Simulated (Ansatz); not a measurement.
Reaction (ligand exchange at the Na–O bond): `[OH][Na]` + NH₃ → `[NH2][Na]` + H₂O

Computed with Ansatz on PBE0-D4/def2-TZVP structures; ΔE is electronic, products minus reactants. CCSD(T)/CBS is the MP2 limit (def2-TZVPP, def2-QZVPP) plus CCSD(T) − MP2 in def2-TZVPP, frozen cores. This one scheme is used for every species. For Na outer-core shells are correlated without core-valence functions, which leaves a few kJ/mol of doubt a bond.

`[OH][Na]`:

Cartesian coordinates in Å:
```
O -0.231 0.219 -0.070
Na 1.135 -1.079 0.344
H -0.904 0.859 -0.274
```

NH₃:

```xyz
4

N     0.267   -0.090    0.011
H    -0.345   -0.783   -0.401
H    -0.099    0.120    0.932
H     0.177    0.753   -0.543
```

`[NH2][Na]`:

Cartesian coordinates in Å:
```
N -0.097 -0.162 -0.116
Na 0.440 1.663 0.716
H -0.689 -0.872 0.301
H 0.346 -0.628 -0.901
```

H₂O:

Z-matrix (Å, degrees):
```
O
H 1 0.960
H 1 0.960 2 105.1
```

| species | CCSD(T)/CBS(def2) energy (Eh) |
| --- | --- |
| `[OH][Na]` | -237.87975 |
| NH₃ | -56.50880 |
| `[NH2][Na]` | -217.98196 |
| H₂O | -76.37941 |

(1) Work out ΔE.

Largest T1 diagnostic among the species: 0.012.

Results:

(1) ΔE = (-217.98196) + (-76.37941) − (-237.87975) − (-56.50880) = 0.02718 Eh = +71.4 kJ/mol.

In def2-TZVPP, CCSD(T) changes the Hartree–Fock value by −8.1 kJ/mol (the triples alone add −1.7 kJ/mol) and MP2 by −6.0 kJ/mol. At CCSD(T), def2-SVP lies +7.1 kJ/mol from the extrapolated value and def2-TZVPP −0.7 kJ/mol. Leaving LDA and LC-ωPBE aside and taking each functional with its dispersion term where it has one, the values, not all of them listed here, spread over 10.1 kJ/mol, from revPBE-D4 to BHLYP-D4.
